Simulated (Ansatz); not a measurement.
**Worked example: Al–AlH–Cl, singlet against Al–AlH–Cl, triplet**

Geometry (PBE0/def2-TZVP stationary point of a triplet), kept for both states (Al–AlH–Cl, triplet: A''; Al–AlH–Cl, singlet: A'):

```xyz
4

Al    0.0000   -0.3948    2.2333
Al    0.0000    0.8333    0.0097
Cl    0.0000   -0.4023   -1.7036
H     0.0000    2.4107   -0.1201
```

Basis cc-pVDZ; Ansatz 0.2.0. Only valence electrons are correlated (noble-gas cores frozen). R marks a restricted (for open shells ROHF) determinant, U an unrestricted one.

Full CI isn't at hand for all of this; UCCSDT(Q) serves as the reference, and is uncertain by about the last step of the cluster series.

Unrestricted rows (U, and Kohn–Sham where it breaks symmetry) aren't spin-pure: their determinants' ⟨S²⟩ exceeds S(S+1) by up to 0.48, so they mix in states of higher spin. Coupled cluster chose its determinant by trial CCSD, here up to 0.15 eV above the lowest Hartree–Fock solution of its kind, and MP2 stands on that determinant too.

```
    level  E(Al–AlH–Cl, triplet) (hartree)  E(Al–AlH–Cl, singlet) (hartree)
     UMP2                      -944.164274                      -944.170139
 UCCSD(T)                      -944.207788                      -944.224128
      PBE                      -945.190706                      -945.201268
    B3LYP                      -945.707795                      -945.724536
UCCSDT(Q)                      -944.209776                      -944.225835
```

Q: Give the vertical gap, Al–AlH–Cl singlet less Al–AlH–Cl triplet, at each level in eV (1 hartree = 27.2114 eV), and each error against UCCSDT(Q).

A: UCCSDT(Q): (-944.225835 − (-944.209776)) × 27.2114 = -0.437 eV (the reference)
B3LYP: (-945.724536 − (-945.707795)) × 27.2114 = -0.456 eV, error -0.019 eV
PBE: (-945.201268 − (-945.190706)) × 27.2114 = -0.287 eV, error 0.150 eV
UCCSD(T): (-944.224128 − (-944.207788)) × 27.2114 = -0.445 eV, error -0.008 eV
UMP2: (-944.170139 − (-944.164274)) × 27.2114 = -0.160 eV, error 0.277 eV

Total energies of functionals can't be set beside those of wave-function methods, since they hold the core's correlation and their own absolute errors; only the differences compare.

In so small a basis the reference is far from its limit while semilocal and hybrid functionals are nearer theirs, so the functionals' errors here hold much of the reference's basis and frozen-core error, which can add to them or hide them.

Each level lands on the state that its own search finds. T1 diagnostics of restricted CCSD: 0.032 and 0.014.
